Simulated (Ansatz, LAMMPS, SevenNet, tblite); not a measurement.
Ladder of methods for the polycrystal shear modulus of wurtzite ZnO

Reference value: 46.3 GPa (measured, temperature not stated, no zero-point or thermal correction, Hill average of measured single-crystal constants; as tabulated in Oses et al. (2018), arXiv:1811.08464).

```json
[
 {"level (code)": "ionic model pedone2006 (rigid ions, LAMMPS)", "value (GPa)": "39.1", "cell (Å³/atom)": "11.63"},
 {"level (code)": "GFN1-xTB (tblite)", "value (GPa)": "12.1", "cell (Å³/atom)": "15.51"},
 {"level (code)": "SevenNet-0", "value (GPa)": "38.5", "cell (Å³/atom)": "12.41"},
 {"level (code)": "LDA (Ansatz)", "value (GPa)": "___", "cell (Å³/atom)": "11.33"},
 {"level (code)": "PBE (Ansatz)", "value (GPa)": "41.5", "cell (Å³/atom)": "12.32"},
 {"level (code)": "r²SCAN (Ansatz)", "value (GPa)": "___", "cell (Å³/atom)": "11.81"},
 {"level (code)": "B3LYP (VWN-RPA form) (Ansatz)", "value (GPa)": "___", "cell (Å³/atom)": "12.26"},
 {"level (code)": "HSE06 (Ansatz)", "value (GPa)": "46.9", "cell (Å³/atom)": "11.94"},
 {"level (code)": "PBE0 (Ansatz)", "value (GPa)": "47.0", "cell (Å³/atom)": "11.92"}
]
```

Problem. Complete the blanks.

Solution. 
- LDA (Ansatz, a program for electronic structure), value (GPa): 42.5
- r²SCAN (Ansatz), value (GPa): 42.0
- B3LYP (VWN-RPA form) (Ansatz), value (GPa): 50.0

Differences against the reference: ionic model pedone2006 -15.6 %, GFN1-xTB -74 %, SevenNet-0 -16.8 %, LDA -8.2 %, PBE -10.4 %, r²SCAN -9.3 %, B3LYP (VWN-RPA form) +8.0 %, HSE06 +1.3 %, PBE0 +1.5 %.

The reference's temperature isn't stated, so close values are not ranked against it. Off by more than 25 %, or 35 % on the side where a correction would as a rule narrow the miss (bounds picked here): GFN1-xTB (-74 %).

The reference isn't brought to a static lattice, while the calculations are for one, so the differences are not the levels' errors alone. A static lattice is as a rule stiffer than a warm one, by over a tenth in soft solids.  GFN1-xTB: the relaxed volume lies over a fifth from the starting cell. GFN1-xTB: the method was fitted mainly to molecules. GFN1-xTB: the run uses a supercell at the zone centre in place of a k mesh. Each level is taken at its own relaxed cell. Cutoffs and k meshes differ between the levels. Ansatz's density-functional and Hartree–Fock values are scalar-relativistic unless marked +SOC, with PAW data made under PBE.

Empirical potentials (ionic model pedone2006) are fitted to chosen data: where that held the value shown, agreement is built in, and what lay outside the fit can be far off. Machine-learned potentials (SevenNet-0) are trained on DFT data: a solid inside that data is no test of them.

Differences are worked out from the printed values.
